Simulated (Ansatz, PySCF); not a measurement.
Breaking a bond: SMILES CC#N (C2H3N), singlet. The C2–N6 bond (C2 also carries C; N6 carries nothing else) is pulled apart rigidly from the PBE0/def2-TZVP optimised geometry.

Methods: UHF/cc-pVTZ (Ansatz, a quantum-chemistry and plane-wave program); RHF/cc-pVTZ (Ansatz); UKS-PBE = unrestricted PBE/cc-pVTZ run with Ansatz; RKS-PBE = Ansatz with restricted PBE/cc-pVTZ; UKS-B3LYP/6-31G* = PySCF 2.14.0 with unrestricted B3LYP/6-31G*, spherical d; RKS-B3LYP/6-31G* = PySCF with restricted B3LYP/6-31G*, spherical d; UKS-B3LYP/LANL2DZ = PySCF 2.14.0 with unrestricted B3LYP/LANL2DZ; RKS-B3LYP/LANL2DZ = restricted B3LYP/LANL2DZ (PySCF 2.14.0); UKS-BP86/6-31G* = unrestricted BP86/6-31G*, spherical d run with PySCF; RKS-BP86/6-31G* = restricted BP86/6-31G*, spherical d (PySCF 2.14.0).

Scanned distances (Å): 0.87, 0.92, 0.96, 1.03, 1.10, 1.15, 1.18, 1.24, 1.28, 1.32, 1.43, 1.55, 1.71, 1.90, 2.05, 2.35, 2.54, 2.79, 3.10, 3.46, 4.05.

**Question.** Where does the unrestricted solution first break spin symmetry (<S²> of 0.01 or more)?

**Answer.** UHF: between 1.18 and 1.24 Å; UKS-PBE: between 1.55 and 1.71 Å; UKS-B3LYP/6-31G*: between 1.43 and 1.55 Å; UKS-B3LYP/LANL2DZ: between 1.43 and 1.55 Å; UKS-BP86/6-31G*: between 1.55 and 1.71 Å.

| R / Å | <S²> UHF | E(RHF) − E(UHF) / kcal/mol | <S²> UKS-PBE | E(RKS-PBE) − E(UKS-PBE) / kcal/mol | <S²> UKS-B3LYP/6-31G* | E(RKS-B3LYP/6-31G*) − E(UKS-B3LYP/6-31G*) / kcal/mol | <S²> UKS-B3LYP/LANL2DZ | E(RKS-B3LYP/LANL2DZ) − E(UKS-B3LYP/LANL2DZ) / kcal/mol | <S²> UKS-BP86/6-31G* | E(RKS-BP86/6-31G*) − E(UKS-BP86/6-31G*) / kcal/mol |
|---|---|---|---|---|---|---|---|---|---|---|
| 0.87 | 0.00 | 0.0 | 0.00 | 0.0 | 0.00 | 0.0 | 0.00 | 0.0 | 0.00 | 0.0 |
| 0.92 | 0.00 | 0.0 | 0.00 | 0.0 | 0.00 | 0.0 | 0.00 | 0.0 | 0.00 | 0.0 |
| 0.96 | 0.00 | 0.0 | 0.00 | 0.0 | 0.00 | 0.0 | 0.00 | 0.0 | 0.00 | 0.0 |
| 1.03 | 0.00 | 0.0 | 0.00 | 0.0 | 0.00 | 0.0 | 0.00 | 0.0 | 0.00 | 0.0 |
| 1.10 | 0.00 | 0.0 | 0.00 | 0.0 | 0.00 | 0.0 | 0.00 | 0.0 | 0.00 | 0.0 |
| 1.15 | 0.00 | 0.0 | 0.00 | 0.0 | 0.00 | 0.0 | 0.00 | 0.0 | 0.00 | 0.0 |
| 1.18 | 0.00 | 0.0 | 0.00 | 0.0 | 0.00 | 0.0 | 0.00 | 0.0 | 0.00 | 0.0 |
| 1.24 | 0.24 | 0.8 | 0.00 | 0.0 | 0.00 | 0.0 | 0.00 | 0.0 | 0.00 | 0.0 |
| 1.28 | 0.51 | 3.7 | 0.00 | 0.0 | 0.00 | 0.0 | 0.00 | 0.0 | 0.00 | 0.0 |
| 1.32 | 0.74 | 8.5 | 0.00 | 0.0 | 0.00 | 0.0 | 0.00 | 0.0 | 0.00 | 0.0 |
| 1.43 | 1.21 | 27.5 | 0.00 | 0.0 | 0.00 | 0.0 | 0.00 | 0.0 | 0.00 | 0.0 |
| 1.55 | 1.57 | 53.5 | 0.00 | 0.0 | 0.26 | 0.5 | 0.19 | 0.3 | 0.00 | 0.0 |
| 1.71 | 1.96 | 86.9 | 0.35 | 0.7 | 0.95 | 8.7 | 0.89 | 7.4 | 0.36 | 0.7 |
| 1.90 | 2.40 | 118.0 | 1.05 | 7.7 | 1.44 | 22.1 | 1.40 | 20.1 | 1.05 | 7.8 |
| 2.05 | 2.64 | 137.9 | 1.39 | 14.4 | 1.76 | 31.6 | 1.74 | 29.7 | 1.38 | 14.5 |
| 2.35 | 2.88 | 164.0 | 2.02 | 26.3 | 2.41 | 47.6 | 1.82 | 35.4 | 2.00 | 26.4 |
| 2.54 | 2.94 | 175.2 | 2.39 | 33.1 | 2.67 | 55.9 | 1.96 | 48.3 | 2.40 | 33.2 |
| 2.79 | 2.98 | 186.4 | 1.98 | 42.0 | 2.85 | 64.5 | 1.99 | 60.9 | 2.72 | 41.2 |
| 3.10 | 3.00 | 196.7 | 1.99 | 51.7 | 2.95 | 71.8 | 1.99 | 70.7 | 2.90 | 48.3 |
| 3.46 | 3.01 | 205.3 | 2.00 | 57.6 | 2.99 | 77.3 | 2.00 | 77.3 | 2.97 | 53.2 |
| 4.05 | 3.01 | 213.9 | 2.00 | 61.4 | 3.00 | 82.0 | 2.00 | 82.7 | 3.00 | 56.4 |
